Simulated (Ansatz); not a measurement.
Base system: MgSe in the rock salt structure (space group Fm-3m, No. 225; a = 5.5080 Å).

Level of theory: PBE/PAW in Ansatz (a program for electronic structure), no SOC.

| level | lattice parameter a |
|---|---|
| PBE | 5.508 Å |

Measured: lattice parameter a 5.46 Å (room temperature; as listed in M J Lucero, T M Henderson, G E Scuseria, Journal of Physics Condensed Matter (2012)).

Computed minus measured — lattice parameter a: PBE +0.9 %. Measured values not marked as corrected hold thermal and zero-point effects that the static-lattice runs lack.

Whether these cells are dynamically stable was not tested.
